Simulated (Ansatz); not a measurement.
**One step, two centres**

Four-centre ligand exchange, with the central atom changed down its group and all else kept; in the first member these bonds form or tighten: B–O, H–H; these break or loosen: B–H, H–O.

Gas-phase electronic energies, without zero-point energy, by CCSD(T) at an estimated basis limit (MP2 extrapolated from triple and quadruple zeta, plus CCSD(T) − MP2 in triple zeta); Ansatz 0.2.0, def2-TZVPP and QZVPP, frozen cores, on PBE0-D4/def2-TZVP structures. Extrapolation: Hartree–Fock as exp(−7.88 √X), correlation as X^−2.97. All energies, in kcal/mol, count from the separated reactants, without counterpoise correction; the start and end structures are the complexes reached by relaxing down from the saddle, and deeper ones may exist. Brackets give SMILES, or, where every atom is bracketed, only which atoms are joined. Steps whose reference was doubtful or whose search ended elsewhere are left out.

| reactants | products | start structure | saddle | end structure | saddle by PBE0-D4/TZ |
| --- | --- | --- | --- | --- | --- |
| BH₃ + H₂O | BH₃O ([BH2][OH]) + H₂ | -14.47 | 10.01 | -30.64 | 2.67 |
| AlH₃ + H₂O | AlH₃O ([OH][AlH2]) + H₂ | -20.50 | ? | -30.94 | -8.00 |

(1) What is the height of the saddle for AlH₃ + H₂O? (Judge from chemistry; the value comes from the calculation.)

(2) For which rows does the start complex face a lower barrier to react than to fall apart again?

(3) How do the PBE0-D4 saddles lie against the coupled-cluster estimate?

This is the kind of ligand exchange by which a precursor binds to a hydroxyl group, or is hydrolysed, in atomic layer deposition of oxides.

The T1 diagnostic stays at or below 0.013.

For scale, one of the runs: CCSD(T)/def2-TZVPP, 143 basis functions, launched by `ansatz run in.yaml --threads 2 --pin off --events-out ev --progress --plain --max-ram 4352MiB`. The run took 6 s on 2 CPU threads of an Intel Xeon Platinum 8488C (shared host), with 0.81 GiB of host memory at its peak.

Answers

(1) Computed: -4.23 kcal/mol relative to the separated reactants, the lower of the two; above its start structure the barrier is -4.23 − (-20.50) ≈ 16.28 kcal/mol.

(2) Where the saddle lies below the separated reactants: AlH₃ + H₂O. In the others it is easier, by energy, to separate; entropy favours separation further in all rows.

Aluminium, larger and more positive than boron, binds the incoming molecule more strongly, and well and saddle both drop.

(3) Both lower, by 3.77 to 7.34 kcal/mol.
